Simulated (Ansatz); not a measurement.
The input, for Ansatz 0.2.0:

```yaml
crystal:
  periodic: [false, false, false]
  atoms:
    - {symbol: Mg, position_ang: [0.000000, 0.000000, 0.000000]}
    - {symbol: S, position_ang: [0.000000, 0.000000, -2.272493]}
    - {symbol: S, position_ang: [0.000000, 0.000000, 2.272493]}
basis:
  gaussian: {orbitals: cc-pVDZ}
magnetization: {spin_polarized: false, initial_magnetization: 2}
hamiltonian: {xc: {name: PBE0}}
correlation: {method: bccd_t, electrons: outside_noble_gas}
accuracy: high
```

```sh
$ ansatz run in.yaml --threads 1 --pin off --events-out ev --progress --plain --max-ram 2393MiB
```

Output:

```
1086 factors; integrals over basis functions are off by at most 3.1e-9 eV
mean field evaluation 1: about -27102.8138 eV, gradient 1.6e1 eV
mean field evaluation 2: about -27102.8655 eV, gradient 1.6e1 eV
mean field evaluation 4: about -27103.9877 eV, gradient 9.0e-1 eV
mean field evaluation 8: about -27103.9958 eV, gradient 5.8e-1 eV
mean field evaluation 16: about -27103.9979 eV, gradient 7.8e-6 eV
mean field evaluation 32: about -27104.6963 eV, gradient 4.5e-8 eV
mean field evaluation 64: about -27104.6960 eV, gradient 2.0e-1 eV
mean field evaluation 96: about -27104.6962 eV, gradient 6.2e-2 eV
mean field evaluation 128: about -27104.6963 eV, gradient 4.5e-8 eV
mean field -27104.69626722 eV, -996.0792155973 hartree, gradient 4.5e-8 eV, S^2 2.000000; 13 other end points of the search recorded, 0 dependent functions left out
mean field evaluation 160: about -27067.3924 eV, gradient 2.9e0 eV
...
cycle  17  -7.50141265 eV  change   -2.2e-7 eV  update   2.3e-7
cycle  18  -7.50141281 eV  change   -1.6e-7 eV  update   1.1e-7
cycle  19  -7.50141284 eV  change   -2.8e-8 eV  update   4.4e-8
cycle  20  -7.50141284 eV  change  -4.0e-10 eV  update   2.4e-8
cycle  21  -7.50141285 eV  change   -1.3e-8 eV  update   1.7e-8
cycle  22  -7.50141267 eV  change    1.8e-7 eV  update   6.9e-8
cycle  23  -7.50141267 eV  change    8.4e-9 eV  update   1.9e-8
cycle  24  -7.50141266 eV  change    3.8e-9 eV  update   6.2e-9
cycle  25  -7.50141266 eV  change   1.9e-10 eV  update   2.7e-9
cycle  26  -7.50141266 eV  change  -3.8e-11 eV  update   1.1e-9
perturbative correction -0.16458146 eV, -0.0060482573 hartree
Total energy: -27075.19228855 eV, -994.9949643796 hartree
```

Ran on 1 thread of Arm Neoverse V2, shared host: 40 s wall, 0.27 GiB peak host memory.
